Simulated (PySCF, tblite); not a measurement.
Compound: C5H11F.
Atom-mapped SMILES: `[CH3:1][CH2:2][CH2:3][C@@H:4]([CH3:5])[F:6]` (hydrogens: H7, H8, H9 on C1; H10, H11 on C2; H12, H13 on C3; H14 on C4; H15, H16, H17 on C5)

Computed with GFN2-xTB (tblite), gas phase: nudged elastic band of 9 images (0 to 8), spring 0.2 eV/Å², climbing image at the end, force threshold 0.05 eV/Å. No saddle search or frequency run followed, so the top image need not be a first-order saddle, and its height can exceed the method's true barrier by a kcal/mol or more.

Path: rotation about C3–C4 (chain CH2 carbon, sp3 C–F carbon), followed by the dihedral C2–C3–C4–C5.

Image 0 (start, dihedral 178°):
```
atom  x, y, z in Å
C1      2.512    0.034   -0.252
C2      1.294   -0.119    0.649
C3     -0.010    0.069   -0.126
C4     -1.236   -0.076    0.770
C5     -2.546    0.149    0.029
F6     -1.253   -1.357    1.303
H7      3.427   -0.107    0.319
H8      2.491   -0.703   -1.052
H9      2.537    1.026   -0.698
H10     1.295   -1.112    1.103
H11     1.342    0.617    1.456
H12    -0.034    1.062   -0.578
H13    -0.068   -0.673   -0.925
H14    -1.159    0.595    1.636
H15    -2.579    1.161   -0.364
H16    -3.386    0.002    0.705
H17    -2.634   -0.557   -0.792
```

Image 8 (end, +0.031 eV, dihedral -58°):
```
atom  x, y, z in Å
C1      2.357   -0.172   -0.302
C2      0.953   -0.450    0.220
C3      0.052    0.774    0.064
C4     -1.315    0.621    0.731
C5     -2.133   -0.562    0.237
F6     -1.130    0.487    2.099
H7      2.988   -1.049   -0.182
H8      2.328    0.088   -1.359
H9      2.811    0.654    0.241
H10     0.530   -1.294   -0.328
H11     1.003   -0.718    1.276
H12     0.549    1.637    0.515
H13    -0.107    0.993   -0.994
H14    -1.887    1.552    0.609
H15    -2.265   -0.494   -0.839
H16    -3.109   -0.562    0.716
H17    -1.632   -1.495    0.481
```

**Question.** What do the inner images look like?

**Answer.** 
Image 1: +0.025 eV, dihedral -166°
```
atom  x, y, z in Å
C1      2.512   -0.002   -0.256
C2      1.284   -0.167    0.628
C3     -0.008    0.192   -0.109
C4     -1.237    0.041    0.788
C5     -2.546    0.051    0.013
F6     -1.160   -1.174    1.456
H7      3.408   -0.285    0.291
H8      2.438   -0.632   -1.141
H9      2.619    1.031   -0.580
H10     1.216   -1.203    0.964
H11     1.383    0.464    1.514
H12     0.039    1.223   -0.465
H13    -0.121   -0.464   -0.974
H14    -1.241    0.804    1.578
H15    -2.668    0.988   -0.521
H16    -3.378   -0.085    0.698
H17    -2.547   -0.770   -0.701
```

Image 2: +0.075 eV, dihedral -150°
```
atom  x, y, z in Å
C1      2.501   -0.036   -0.269
C2      1.266   -0.214    0.603
C3     -0.002    0.303   -0.080
C4     -1.246    0.147    0.805
C5     -2.523   -0.049    0.001
F6     -1.104   -0.969    1.617
H7      3.375   -0.440    0.237
H8      2.383   -0.559   -1.216
H9      2.680    1.016   -0.478
H10     1.134   -1.274    0.825
H11     1.407    0.307    1.553
H12     0.118    1.359   -0.331
H13    -0.152   -0.249   -1.009
H14    -1.343    0.992    1.500
H15    -2.709    0.803   -0.645
H16    -3.365   -0.180    0.676
H17    -2.425   -0.945   -0.607
```

Image 3: +0.124 eV, dihedral -135°
```
atom  x, y, z in Å
C1      2.481   -0.072   -0.282
C2      1.235   -0.261    0.571
C3      0.006    0.411   -0.048
C4     -1.259    0.248    0.814
C5     -2.482   -0.150    0.000
F6     -1.065   -0.744    1.765
H7      3.327   -0.578    0.178
H8      2.337   -0.486   -1.279
H9      2.727    0.983   -0.383
H10     1.034   -1.327    0.682
H11     1.408    0.148    1.568
H12     0.209    1.475   -0.189
H13    -0.172   -0.025   -1.032
H14    -1.460    1.155    1.399
H15    -2.716    0.610   -0.740
H16    -3.335   -0.283    0.660
H17    -2.283   -1.093   -0.503
```

Image 4 (top): +0.145 eV, dihedral -119°
```
atom  x, y, z in Å
C1      2.454   -0.108   -0.297
C2      1.191   -0.304    0.530
C3      0.017    0.515   -0.013
C4     -1.273    0.342    0.815
C5     -2.422   -0.251    0.011
F6     -1.045   -0.502    1.892
H7      3.265   -0.705    0.115
H8      2.297   -0.412   -1.331
H9      2.761    0.936   -0.291
H10     0.919   -1.361    0.536
H11     1.388   -0.010    1.563
H12     0.303    1.569   -0.031
H13    -0.180    0.209   -1.042
H14    -1.581    1.293    1.271
H15    -2.691    0.408   -0.810
H16    -3.288   -0.388    0.653
H17    -2.125   -1.219   -0.386
```

Image 5: +0.127 eV, dihedral -103°
```
atom  x, y, z in Å
C1      2.421   -0.141   -0.312
C2      1.138   -0.343    0.482
C3      0.029    0.607    0.023
C4     -1.287    0.428    0.806
C5     -2.346   -0.346    0.034
F6     -1.048   -0.249    1.992
H7      3.193   -0.819    0.046
H8      2.264   -0.331   -1.373
H9      2.785    0.878   -0.199
H10     0.801   -1.377    0.381
H11     1.343   -0.166    1.539
H12     0.387    1.633    0.134
H13    -0.175    0.440   -1.036
H14    -1.692    1.400    1.119
H15    -2.631    0.204   -0.860
H16    -3.226   -0.483    0.657
H17    -1.962   -1.322   -0.250
```

Image 6: +0.082 eV, dihedral -87°
```
atom  x, y, z in Å
C1      2.386   -0.169   -0.325
C2      1.076   -0.376    0.424
C3      0.039    0.689    0.057
C4     -1.300    0.505    0.788
C5     -2.261   -0.433    0.072
F6     -1.072    0.009    2.063
H7      3.110   -0.925   -0.030
H8      2.240   -0.236   -1.402
H9      2.806    0.809   -0.098
H10     0.683   -1.371    0.206
H11     1.267   -0.323    1.497
H12     0.456    1.669    0.299
H13    -0.156    0.664   -1.016
H14    -1.786    1.477    0.950
H15    -2.535   -0.010   -0.891
H16    -3.160   -0.561    0.668
H17    -1.800   -1.405   -0.080
```

Image 7: +0.046 eV, dihedral -71°
```
atom  x, y, z in Å
C1      2.354   -0.190   -0.334
C2      1.011   -0.401    0.352
C3      0.048    0.759    0.087
C4     -1.314    0.574    0.762
C5     -2.173   -0.512    0.129
F6     -1.118    0.266    2.100
H7      3.018   -1.024   -0.120
H8      2.232   -0.117   -1.414
H9      2.829    0.723    0.019
H10     0.577   -1.338    0.001
H11     1.164   -0.486    1.429
H12     0.504    1.678    0.462
H13    -0.119    0.877   -0.985
H14    -1.865    1.525    0.768
H15    -2.399   -0.242   -0.899
H16    -3.103   -0.614    0.682
H17    -1.655   -1.466    0.145
```

The largest changes of bonds and angles from start to top: C3–C4 1.526 → 1.543 Å, C2–C3 1.528 → 1.531 Å, C3–C4–F6 108.8 → 110.3°, C4–C3–H12 108.2 → 109.6°, C2–C3–H12 109.9 → 108.8°. GFN2-xTB torsional profiles can miss by a kcal/mol or more and can put conformers in the wrong order.

**Question.** What do single points at PBE0/pcSseg-1 (PySCF, no dispersion term) give on some images?

**Answer.** 
| image | GFN2-xTB E (eV) | DFT E (eV) | HOMO (eV) | LUMO (eV) | dipole (D) |
| --- | --- | --- | --- | --- | --- |
| 0 | 0.000 | 0.000 | -8.85 | 1.54 | 1.75 |
| 2 | 0.075 | 0.086 | -8.89 | 1.49 | 1.66 |
| 4 | 0.145 | 0.189 | -8.79 | 1.42 | 1.63 |
| 6 | 0.082 | 0.098 | -8.81 | 1.44 | 1.68 |
| 8 | 0.031 | 0.034 | -8.78 | 1.45 | 1.77 |

Energies count from image 0 at each level. At the GFN2-xTB top the DFT energy is 4.4 kcal/mol against 3.3; the geometries weren't optimised at the DFT level.

What follows is the cost of the whole band run. Time: 1.7 s of wall time; peak memory 0.18 GiB. Hardware: an AMD EPYC 9R14 with one thread, shared host.
